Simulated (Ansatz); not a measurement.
# CH4: single points off equilibrium

The task here is to estimate one member of a computed series from the others.

Computed with Ansatz 0.2.0, Gaussian basis. Level: single points in def2-TZVPP.

Cores are frozen in the correlated methods.

## Where the work starts

SMILES `C`, 5 atoms, charge 0, spin multiplicity 1.

Atoms are counted from 1 here; the program's logs count them from 0.

Bond lengths: C1–H2 1.071 Å, C1–H3 1.100 Å, C1–H4 1.076 Å, C1–H5 1.097 Å. Angles: H2–C1–H3 109.6°, H2–C1–H4 109.2°, H2–C1–H5 107.0°, H3–C1–H4 110.9°, H3–C1–H5 109.9°, H4–C1–H5 110.0°.

Coordinates:

```
atom     x (Å)     y (Å)     z (Å)
  C1  -0.00390  -0.01160  -0.00650
  H2   0.15480  -0.24280   1.02710
  H3  -1.01950   0.38860  -0.14400
  H4   0.14120  -0.90070  -0.59530
  H5   0.73770   0.74750  -0.28330
```

Set-up of the first run:

run/in.yaml

```yaml
crystal:
  periodic: [false, false, false]
  atoms:
    - {symbol: C, position_ang: [-0.003900, -0.011600, -0.006500]}
    - {symbol: H, position_ang: [0.154800, -0.242800, 1.027100]}
    - {symbol: H, position_ang: [-1.019500, 0.388600, -0.144000]}
    - {symbol: H, position_ang: [0.141200, -0.900700, -0.595300]}
    - {symbol: H, position_ang: [0.737700, 0.747500, -0.283300]}
basis:
  gaussian: {orbitals: def2-TZVPP}
correlation: {method: ccsd_t}
output: {forces: true}
```

The command line of these runs was not kept.

Among the steps run: CCSD(T)/def2-TZVPP; PBE0-D4/def2-TZVPP; wB97M-V/def2-TZVPP; r2SCAN-D4/def2-TZVPP; PBE-D4/def2-TZVPP; r2SCANh-D4/def2-TZVPP; revPBE-D4/def2-TZVPP.

One of the session's tables, all rows but one given; the rest of the session is left out.

```
    method  RMS force component (eV/Å)  angle to CCSD(T) forces (°)
   CCSD(T)                       0.333                    reference
   PBE0-D4                       0.335                          0.7
   wB97M-V                       0.326                          5.6
 r2SCAN-D4                       0.329                          1.9
    PBE-D4                       0.372                         18.4
r2SCANh-D4                       0.327                          7.2
 revPBE-D4                           ?                            ?
```

**Question.** Estimate the row for revPBE-D4.

**Answer.** RMS force component (eV/Å): 0.382; angle to CCSD(T) forces (°): 20.9. In the column «RMS force component (eV/Å)» it is the highest.
